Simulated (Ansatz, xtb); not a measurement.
## Two structures of CH5Si2−

Structure X is a singlet given by its coordinates and structure Y is a singlet given by its coordinates. Both are isolated ions in the gas phase, relaxed with PBE0-D3(BJ)/def2-SVPD.

X (Å):

| atom | x (Å) | y (Å) | z (Å) |
| --- | --- | --- | --- |
| C | -0.7375 | -0.0794 | -0.3115 |
| Si | 1.1630 | 0.0570 | -0.5613 |
| Si | 2.4384 | -1.5208 | -1.3723 |
| H | -1.0301 | 0.0428 | 0.7455 |
| H | -1.0777 | -1.0739 | -0.6413 |
| H | -1.2911 | 0.6762 | -0.8949 |
| H | 1.5145 | 1.4548 | -0.0783 |
| H | 3.6608 | -0.5849 | -1.2060 |

Close contacts (Å): C1–Si2 1.92, Si2–Si3 2.18, C1–H4 1.10, C1–H5 1.10, C1–H6 1.10, Si2–H7 1.52, Si3–H8 1.55.

Y (Å):

```xyz
8

C    -0.8173   -0.0515   -0.7637
Si    0.7580    0.0665   -1.9481
Si    2.3112   -0.2120   -0.4194
H    -1.4749   -0.8716   -1.1033
H    -0.5981   -0.2171    0.3043
H    -1.4118    0.8759   -0.8451
H     2.1387   -0.4237    1.0753
H     3.8011   -0.2246   -0.6787
```

Close contacts (Å): C1–Si2 1.97, Si2–Si3 2.20, C1–H4 1.10, C1–H5 1.10, C1–H6 1.10, Si3–H7 1.52, Si3–H8 1.51.

Task: Which of the two would you expect CCSD(T)/def2-SVPD + ΔMP2/def2-TZVPPD electronic energies to favour?

Result: Structure X; the calculation gives E(Y) − E(X) = +13.9 kJ/mol.

How the difference moves with the method:

| level | geometry | E(Y) − E(X) (kJ/mol) | departure from the last row (kJ/mol) | job, with rough time for the two |
| --- | --- | --- | --- | --- |
| PBE0-D3(BJ)/def2-SVPD | PBE0-D3(BJ)/def2-SVPD | +14.7 | +0.8 | optimisation, 42 s |
| HF/def2-SVPD | PBE0-D3(BJ)/def2-SVPD | +13.1 | −0.8 | part of the CCSD(T) run |
| MP2/def2-SVPD | PBE0-D3(BJ)/def2-SVPD | +12.5 | −1.3 | part of the CCSD(T) run |
| CCSD(T)/def2-SVPD | PBE0-D3(BJ)/def2-SVPD | +11.6 | −2.3 | single point |
| CCSD(T)/def2-SVPD + ΔMP2/def2-TZVPPD | PBE0-D3(BJ)/def2-SVPD | +13.9 |  | single point, 17 s |

The levels shown agree on the order. The largest departure from CCSD(T)/def2-SVPD + ΔMP2/def2-TZVPPD is that of CCSD(T)/def2-SVPD, 2.3 kJ/mol. Levels run at GFN2-xTB geometries aren't shown. The last row adds to CCSD(T) the change of the MP2 difference between the two basis sets, here +2.3 kJ/mol.

With harmonic frequencies from PBE0-D3(BJ)/def2-SVPD (ideal gas, rigid rotor, one conformer each, 1000 K, 1 atm): on the last row, ΔE + ΔZPE = +13.7, ΔH = +14.3, ΔG = +10.1 kJ/mol.

The correlated steps freeze 11 core orbitals. Codes used: Ansatz 0.2.0; the last row on 2 threads of Arm Neoverse V2 on a shared host.
